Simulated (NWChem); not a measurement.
# C3H8O; SMILES CCOC

```xyz
12

C      0.4807     1.5563     0.1536
C     -0.6233     0.5850    -0.2625
O     -0.5487    -0.6821     0.3660
C      0.4803    -1.5074    -0.1216
H      0.3035     2.5561    -0.2924
H      0.5026     1.6668     1.2566
H      1.4838     1.2196    -0.1782
H     -1.6132     0.9997     0.0223
H     -0.6274     0.4653    -1.3762
H      1.5036    -1.1116     0.0877
H      0.4015    -1.6685    -1.2263
H      0.3865    -2.4901     0.3813
```
Atoms are numbered in this order, from 1.

Computed with NWChem. Coordinates come from a PBE-D3(BJ)/def2-SVP optimisation. Level: M05-2X/def2-SVP with COSMO at NWChem's default radii, gas-phase geometry; the question gives the dielectric constant.

Q: What does the run give for dielectric constant 4.8? Quantities: electrostatic solvation energy (kcal/mol); dipole in solution (D).

A: 
```json
{
 "electrostatic solvation energy (kcal/mol)": "-2.6",
 "dipole in solution (D)": "1.73"
}
```
